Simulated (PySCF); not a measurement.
# A search over the determinants of LiH

Unrestricted PBE0; basis Li 6-311G(d,p), H 6-311G(d,p); no relativity; PySCF 2.14. Outer shells of the fragments: Li 2s1; H 1s1.

Followed along the bond (rough minima from three points):

| 2Ms+1 | unpaired | ⟨S²⟩ at the start | R at minimum (Å) | Te (eV) |
| --- | --- | --- | --- | --- |
| 1 | none | 0.00 | 1.60 | 0.00 |
| 3 | σ ↑↑ | 2.00 | none in the scan | ≤ 2.89 |

Solutions found at the starting distance of 1.605 Å, counted from the lowest of them; the search is not exhaustive and high or unbound solutions are not listed, so other states can lie among these:

```
2Ms+1  unpaired   term  E (eV)  ⟨S²⟩  ⟨Lz²⟩  μ (D)
    1      none    ¹Σ⁺    0.00  0.00   0.00  -5.76
    3      σ ↑↑    ³Σ⁺    3.05  2.00   0.00   4.19
    3  σ ↑, π ↑     ³Π    3.92  2.00   1.00   0.15
    1  σ ↑, π ↓  mixed    4.06  1.00   1.00   0.24
```

A term symbol is given only where ⟨S²⟩ and ⟨Lz²⟩ are close to those of a pure state; real π, δ and φ orbitals otherwise mix terms. A positive dipole means Li(−)H(+).

The measured ground state is X ¹Σ+ (Huber and Herzberg, Constants of Diatomic Molecules (1979)).

Counting both spins, an empty level lies below a filled one in some of these solutions, because spin and occupation are held.
